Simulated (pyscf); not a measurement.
A first-order saddle from PySCF, ωB97X-D3(BJ)/def2-SVP:

```xyz
7

O     -1.7071     0.1942    -0.9340
C     -0.6865     0.2826    -0.1240
O      0.4994    -0.1699    -0.5115
H     -1.8736    -0.4438     0.1785
H     -1.2445    -0.6730     0.9670
H     -0.5590     1.1208     0.5859
H      0.3328    -0.7591    -1.2669
```

Surface: singlet, charge 0. Lowest wavenumbers (cm⁻¹): 2408i, 498, 559, 679, 808.

Problem. Which two sides does it connect, and which bonds change?

Solution. HO–CH₂–OH ⇌ O=CH–OH + H₂, an elimination read from left to right: H–O, C–H broken and H–H formed. At ωB97M-D3(BJ)/def2-TZVP it lies +80.4 kcal/mol from the left side and +71.5 kcal/mol from the right (each side as separated species at their lowest minima found). On the reactant side the descent ends in a point that may be a rotor saddle (no frequency run), 2.9 kcal/mol over the lowest minimum found and 79.1 kcal/mol under the saddle at ωB97X-D3(BJ)/def2-TZVP. The same reactants have a lower exit, to H₂C=O + H₂O (barrier +48.5 kcal/mol at ωB97M-D3(BJ)/def2-TZVP, against +80.4 kcal/mol here). One saddle was located; it need not be the lowest between these sides.
